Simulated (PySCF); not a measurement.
**F₂+: bond curves at several levels of theory**

The task here is to estimate one member of a computed series from the others.

The runs use PySCF 2.14.0; F pcseg-1, no relativity.

Set-up of the first run:

A driver script around PySCF takes these settings:

| Item | Value |
| --- | --- |
| atoms | F, F |
| charge | 1 |
| basis | F pcseg-1 |
| Hamiltonian | no relativity |
| basis functions | 28 |
| electrons treated | 17 |
| masses in u | 18.9984, 18.9984 |
| levels | PBE0, PBE, r²SCAN, M06-2X, B2PLYP, MN15, CAM-B3LYP, HF, MP2, SCS-MP2, CCSD, CCSD(T) |
| grid | 80 radial by 434 angular points |
| occupations | held fixed by the projection of orbital angular momentum |
| dissociation limit | F+ + F, each in its ground configuration |
| starting distance in angstrom | 1.330 |
| values of 2S to try | 1, 3 |

Command:

```console
$ OMP_NUM_THREADS=1 python dia.py task.json out
```

Steps of the session up to this table: Input; The PBE0 curve of the state that the search chose; Other states along the same grid; PBE; r²SCAN (meta-GGA); M06-2X (hybrid meta-GGA); B2PLYP; MN15; CAM-B3LYP (range-separated hybrid); UHF (mean field); MP2 and coupled cluster.

One of the session's tables, all rows but one given; the rest of the session is left out.

Energy (eV) from each level's lowest point:

```
R (Å)    UHF  UHF-MP2  UHF-SCS-MP2  UHF-CCSD  UHF-CCSD(T)
1.111  0.673    2.140        2.000       n/a          n/a
1.163  0.175    1.261        1.143     0.820        0.954
1.214  0.000    0.694        0.598     0.339        0.436
1.253  0.021    0.415        0.335     0.133        0.201
1.292  0.139    0.226        0.163     0.028        0.062
1.331  0.331    0.106        0.060     0.000        0.000
1.382      ?        ?            ?         ?            ?
1.447  1.192    0.000        0.004     0.227        0.113
1.525  1.896    0.028        0.067     0.530        0.334
1.628  2.883    0.069        0.157       n/a          n/a
```

Estimate the missing values for R (Å) = 1.382.

Worked estimate for «UHF». A straight line through the neighbours (1.331, 0.331) and (1.447, 1.192) gives 0.331 + (1.192 − 0.331) × (1.382 − 1.331) / (1.447 − 1.331) = 0.710; a parabola fitted to 4 rows on both sides gives 0.680.

**Answer.** UHF: 0.672; UHF-MP2: 0.024; UHF-SCS-MP2: 0.000; UHF-CCSD: 0.054; UHF-CCSD(T): 0.006. In «UHF» the line misses by +0.038 and the parabola by +0.008.

To keep in mind: Lowest PBE0 solution found, without spin–orbit coupling: ²Πg (doublet), unpaired electrons π ↑. Warnings in the runs' records: inverted.
